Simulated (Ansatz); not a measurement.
Take a crystal in which Re has been replaced by Ir on all its sites, with the cell rescaled by a rough guess (in some cases also distorted within its space group) and nothing relaxed:

```yaml
crystal:
  lattice:
    - [0.00000, 2.95959, 2.95959]
    - [2.95959, 0.00000, 2.95959]
    - [2.95959, 2.95959, 0.00000]
  atoms:
    - { symbol: Mg, position: [0.00000, 0.00000, 0.00000] }
    - { symbol: Ir, position: [0.25000, 0.25000, 0.25000] }
    - { symbol: Ir, position: [0.50000, 0.50000, 0.50000] }
    - { symbol: Ir, position: [0.75000, 0.75000, 0.75000] }
```

Theory: DFT PBE, scalar-relativistic, plane waves, PAW in Ansatz 0.2.0.

Plane waves to 420 eV, a k mesh through Γ of 12×12×12 on the computed 4-atom cell and Gaussian smearing (0.10 eV); no spin polarisation.

Task: What pressure does the cell carry?

Result: The pressure is 48.4 GPa (positive in compression), so the cell would expand.

Task: Is it a metal on this mesh?

Result: Yes, a band crosses the Fermi level.

Task: What is its energy against the elements in their standard states?

Result: +0.446 eV/atom at this unrelaxed geometry, with the elements in the same functional.

Spin-orbit coupling is left out, which matters for the bands of heavy elements.